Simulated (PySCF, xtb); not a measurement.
C2H5O, SMILES CC[O] (connectivity only; charge and spin as stated), charge -1, multiplicity 1.

GFN2-xTB run with xtb at its own geometry gives an orbital gap of 10.53 eV.

The structure is a stationary point at ωB97X-D3(BJ)/def2-SVPD. The multiplicity is an assumed one; other spin states were not compared. The isomer is the one that the SMILES or the coordinates give; other isomers of the formula were not compared.

Problem. What does PBE/def2-TZVPD run with PySCF give? (An estimate is asked for; the answer gives what the named calculation found.)

Solution. gap 2.19 eV (levels 1.61 and 3.80 eV).
